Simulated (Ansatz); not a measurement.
# FHSSi: the cost of one run

Method: RHF/def2-TZVP; program: Ansatz 0.2.0.

**1. Where the work starts**

SMILES `F[SiH]=S`, 4 atoms, charge 0, spin multiplicity 1.

Atoms are counted from 1 here; the program's logs count them from 0.

Bond lengths: F1–Si2 1.631 Å, Si2–S3 1.947 Å, Si2–H4 1.493 Å. Angles: F1–Si2–S3 126.0°, F1–Si2–H4 103.9°, S3–Si2–H4 130.1°.

As a file:

```
F     0.95469   -0.15306   -1.27351
Si   -0.01471   -0.02784    0.03164
S    -0.91592    1.58790    0.63723
H    -0.02406   -1.40700    0.60464
```

**3. The grid**

First coordinate, bond length Si2–S3: 15 values from 1.605 to 2.485 Å. Second coordinate, angle F1–Si2–S3: 15 values from 101.4 to 151.4 °.

Nothing else is relaxed (all other coordinates rigid). Energies count from the relaxed molecule at the same level.

(The set-up runs are not shown.)

**4. The run at bond length Si2–S3 = 1.982 Å, angle F1–Si2–S3 = 119.2°**

input.yaml reads:

```yaml
crystal:
  periodic: [false, false, false]
  atoms:
    - { symbol: F, position_ang: [0.886712, 0.041722, -1.257347] }
    - { symbol: Si, position_ang: [-0.003226, -0.03008, 0.016724] }
    - { symbol: S, position_ang: [-0.926902, 1.607295, 0.644538] }
    - { symbol: H, position_ang: [-0.024198, -1.371037, 0.590079] }
basis:
  gaussian: { orbitals: def2-TZVP }
hamiltonian:
  xc: hf
output:
  forces: true
```

Run with:

```
$ ansatz run input.yaml --threads 1 --pin off --max-ram 2560MiB --backend cpu --events-out ev --progress --plain --runs-dir out
```

**Question.** How long does this run take on 1 thread of Arm Neoverse N1, shared host, and how much memory does it need?

About 2.2 s, with a peak of 0.16 GiB.
